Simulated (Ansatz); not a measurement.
Geometry optimisation, RKS B3LYP/def2-SVP (Ansatz).

Input:

```yaml
crystal:
  periodic: [false, false, false]
  atoms:
    - { symbol: B, position_ang: [-0.8874, 0.161, -0.5943] }
    - { symbol: B, position_ang: [0.2967, 0.2188, 0.4965] }
    - { symbol: O, position_ang: [0.9439, -1.0196, 0.8448] }
    - { symbol: H, position_ang: [-1.1924, -0.7995, -1.113] }
    - { symbol: H, position_ang: [-1.4837, 1.2045, -0.9085] }
    - { symbol: H, position_ang: [0.6243, 1.2545, 1.0023] }
    - { symbol: H, position_ang: [1.7598, -1.0878, 0.2266] }
basis:
  gaussian: { orbitals: def2-SVP }
hamiltonian:
  xc: b3lyp
relax:
  f_tol: 0.02
  max_steps: 40
scf:
  lower_state_search: "off"
```

Run as:

```bash
$ ansatz run input.yaml --threads 1 --pin off --max-ram 2048MiB --backend cpu --events-out ev --progress --plain --runs-dir out
```

Q: Where does it end, and by what steps?

A: The forces met the threshold. After 12 steps the energy has fallen by 1.529 eV; H4 moved furthest, 1.01 Å.

| step | energy less start (eV) | largest force component (eV/Å) | accepted |
| --- | --- | --- | --- |
| 0 | 0.0000 | 2.376 | yes |
| 1 | -0.4693 | 1.741 | yes |
| 2 | -0.6866 | 4.991 | yes |
| 3 | -1.0616 | 0.980 | yes |
| 4 | -0.9992 | 3.231 | no |
| 5 | -1.1981 | 0.443 | yes |
| 6 | -1.2652 | 0.220 | yes |
| 7 | -1.2963 | 0.224 | yes |
| 8 | -1.3394 | 0.480 | yes |
| 9 | -1.3813 | 0.776 | yes |
| 10 | -1.4866 | 0.319 | yes |
| 11 | -1.5198 | 0.244 | yes |
| 12 | -1.5288 | 0.016 | yes |

```xyz
7
Properties=species:S:1:pos:R:3
B -1.002 0.191 -0.652
B 0.328 0.036 0.371
O 1.389 -0.761 0.084
H -1.979 -0.515 -0.547
H -1.077 1.066 -1.485
H 0.329 0.669 1.419
H 2.073 -0.755 0.765
```

The run took 15 s on 1 thread of Arm Neoverse V1 (shared host), peak memory 0.1 GiB.
